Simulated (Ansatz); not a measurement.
C₃H₆O, SMILES `CC1CO1` at its PBE0-D4/def2-TZVP geometry, where that method's forces vanish. The species carries charge 0 and has multiplicity 1.

```xyz
10

C    -0.9390    0.2933    0.7687
C     0.2841    0.4448   -0.0779
C     0.9134   -0.6897   -0.7449
O     0.1236    0.2359   -1.4735
H    -1.5088   -0.5863    0.4637
H    -0.6660    0.1860    1.8218
H    -1.5847    1.1699    0.6749
H     0.9220    1.2958    0.1608
H     0.4780   -1.6797   -0.6266
H     1.9776   -0.6699   -0.9671
```

Q: What forces (eV/Å) does r2SCAN-D4/def2-TZVPP give on these atoms in Ansatz? (Estimate.)

A: Ansatz gave: 
```
C1  -0.094 -0.018  0.047
C2   0.083  0.137  0.333
C3   0.243 -0.307  0.130
O4  -0.238  0.163 -0.501
H5   0.011  0.011  0.003
H6  -0.009  0.005 -0.012
H7   0.008 -0.011  0.006
H8   0.006  0.011  0.001
H9  -0.013  0.003 -0.003
H10  0.003  0.005 -0.004
```
